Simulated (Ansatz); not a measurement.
# SiNHO+ (doublet): wave-function methods side by side, cc-pVDZ

Aim: climb from Hartree-Fock through coupled cluster for SiNHO+ (doublet) at one geometry and basis, and see what each rung misses.

The runs use Ansatz 0.2.0, Gaussian basis; cc-pVDZ, core rule «outside noble gas», up to 7 orbitals frozen.

Plan: UHF; CCSD(T) on ROHF; CCSD(T) on UHF; BCCD(T) on ROHF; CISD; CCSDT(Q) on ROHF; CCSDT(Q) on UHF.

4 further runs of the same task are left out: 4 set aside as unsound or not needed.

### 1 The geometry

The geometry is a PBE0/def2-TZVP stationary point (not a proven minimum) of the parent state, kept for this charge and spin.

4 atoms, charge 1, spin multiplicity 2.

Atoms are counted from 1 here; the program's logs count them from 0.

Bond lengths: O1–N2 1.332 Å, O1–H4 0.966 Å, N2–Si3 1.554 Å. Angles: N2–O1–H4 106.3°, O1–N2–Si3 173.8°.

### 2 UHF

Input file in.yaml:

```yaml
crystal:
  periodic: [false, false, false]
  atoms:
    - {symbol: O, position_ang: [-0.000007, -0.287198, 0.960799]}
    - {symbol: N, position_ang: [0.000023, -0.154683, -0.364392]}
    - {symbol: Si, position_ang: [-0.000004, -0.166852, -1.918552]}
    - {symbol: H, position_ang: [-0.000012, 0.608733, 1.322146]}
basis:
  gaussian: {orbitals: cc-pVDZ}
total_charge: 1
magnetization: {spin_polarized: true, initial_magnetization: 1}
hamiltonian: {xc: hf}
output: {orbitals: {seedname: orbitals}}
```

The run is started by

```
$ ansatz run in.yaml --threads 1 --pin off --events-out ev --progress --plain --max-ram 4096MiB --backend cpu
```

Further steps of the session: CCSD(T) on ROHF; CCSD(T) on UHF; BCCD(T) on ROHF; CISD; CCSDT(Q) on ROHF; CCSDT(Q) on UHF.

Before running them: what should the planned runs give, taken together? Wanted: UCCSDT(Q) below the RHF energy; RMP2 from UCCSDT(Q); UMP2 from UCCSDT(Q); RCCSD from UCCSDT(Q); RCCSD(T) from UCCSDT(Q); UCCSD(T) from UCCSDT(Q); RCCSDT(Q) from UCCSDT(Q); T1 diagnostic.

As calculated:

| quantity | value |
| --- | --- |
| UCCSDT(Q) below the RHF energy | -12.1426 eV |
| RMP2 from UCCSDT(Q) | +1267.0 meV |
| UMP2 from UCCSDT(Q) | +1288.3 meV |
| RCCSD from UCCSDT(Q) | +486.1 meV |
| RCCSD(T) from UCCSDT(Q) | +80.9 meV |
| UCCSD(T) from UCCSDT(Q) | +82.4 meV |
| RCCSDT(Q) from UCCSDT(Q) | +6.3 meV |
| levels within 1 kcal/mol (43 meV) | RCCSDT(Q) |
| T1 diagnostic | 0.040 |

What this shows: RCCSD(T) lands +80.9 meV from the yardstick (0.7 % of the correlation energy). These misses are within one basis, not against nature; the frozen cores of restricted and unrestricted runs differ, which can shift their rows.
